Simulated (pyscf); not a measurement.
Thermochemistry of product channels of `[CH3][In]([CH3])[Cl]` + `[H]` [doublet] on the doublet surface, in eV, from ωB97M-D3(BJ)/def2-TZVP energies (ideal gas, 1 atm, RRHO with modes under 100 cm⁻¹ raised to 100, one conformer, R ln 2 for chiral ones without a mode under 150 cm⁻¹). PySCF, gas phase, ωB97X-D3(BJ)/def2-SVP geometries.

| products | ΔE | ΔH(298 K) | ΔG(298 K) | ΔG(600 K) |
|---|---|---|---|---|
| `[CH4]` + `[CH3][In][Cl]` [doublet] | -2.04 | -1.85 | -1.93 | -1.99 |
| `[CH3][In][CH3]` [doublet] + `[ClH]` | -0.18 | -0.08 | -0.18 | -0.26 |

These are energies of the channels, which say nothing of barriers. Elements past Kr carry the def2 core potentials, without spin-orbit coupling.
